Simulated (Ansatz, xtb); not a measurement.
**Isomers of C5H9F in order of energy**

5 gas-phase structures of C5H9F, from a drawn sample of its isomers (lower ones may exist). Each was relaxed with GFN2-xTB; where two conformers were screened, the lower at r2SCAN-D4/def2-SVP is listed:

A. `C=CC[C@@H](C)F`, a singlet
B. `C=C[C@@H](F)CC`, a singlet
C. `C=CC(C)(C)F`, a singlet
D. `C=CCCCF`, a singlet
E. `C=C[C@@H](C)CF`, a singlet

Q: Make a reasoned guess at their ranking by r2SCAN-D4/def2-SVP single-point energy.

A: Calculated order at r2SCAN-D4/def2-SVP: C (0.0), A (15.8), B (18.1), E (33.0), D (38.7) kJ/mol. Less than 1 kcal/mol parts A and B, so the order within that pair means little.

Energies above the lowest of each column, in kJ/mol; the last columns are at PBE0-D3(BJ)/def2-SVP geometries:

```tsv
structure	GFN2-xTB	HF/STO-3G	r2SCAN-D4/def2-SVP	PBE0-D3(BJ)/def2-SVP	CCSD(T)/def2-SVP + ΔMP2/def2-TZVPP
C	0.0	0.0	0.0	0.0	0.0
A	6.7	9.0	15.8	11.0	13.3
B	12.6	8.9	18.1	14.4	18.7
E	11.7	18.0	33.0	25.9	25.0
D	14.7	20.0	38.7	30.5	31.7
```

Every level run on C puts it lowest or level with the lowest. Flexible structures stand in one conformer each, not always the lowest. ΔMP2 is the change of the MP2 energy from the smaller to the larger basis.

Over these structures GFN2-xTB departs from r2SCAN-D4/def2-SVP by 8.6 kJ/mol on average once a common shift is removed. A GFN2-xTB relaxation took about 0.066 s and the r2SCAN-D4/def2-SVP energy about 2.6 s on a shared host (Ansatz 0.2.0, xtb 6.7.1).
